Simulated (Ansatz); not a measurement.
Results of HSE06 in Ansatz (plane waves, PAW) for GeS (Pnma, No. 62).

Settings: plane-wave cutoff 500 eV, 2×6×6 k mesh (along the axes of the cell as run), gaussian smearing 0.02 eV, scalar-relativistic PAW data made under PBE.

Cell (relaxed with PBEsol):

GeS is taken in the orthorhombic space group Pnma (No. 62), Pearson symbol oP8. Conventional cell: a = 10.293 Å, b = 3.663 Å, c = 4.154 Å, α = 90.00°, β = 90.00°, γ = 90.00°. Ge on 4c is surrounded by 3 S at 2.446 Å (trigonal pyramidal). S on 4c has 3 Ge at 2.446 Å (trigonal pyramidal). (Neighbours: up to the widest gap in distance over summed covalent radii, below 1.35, at either atom.)

Task: Give the computed band gap.

Result: 
- band gap = 1.40 eV (on the SCF k mesh)

Measured, for comparison: band gap 1.65 eV (room temperature, not corrected to a static lattice, our sources range from 1.58 to 1.65; as tabulated in Setten et al. (2017), arXiv:1709.07349).

Note: the cell comes from a level without a dispersion term, which matters for the spacing of layers, chains or molecules; cell and atoms aren't relaxed at this level (pressure 1.7 GPa).

Spin–orbit coupling is not included.

Static lattice: no zero-point or thermal effects.

Computing time: very roughly 13 core-minutes.

Ansatz is an electronic-structure program.
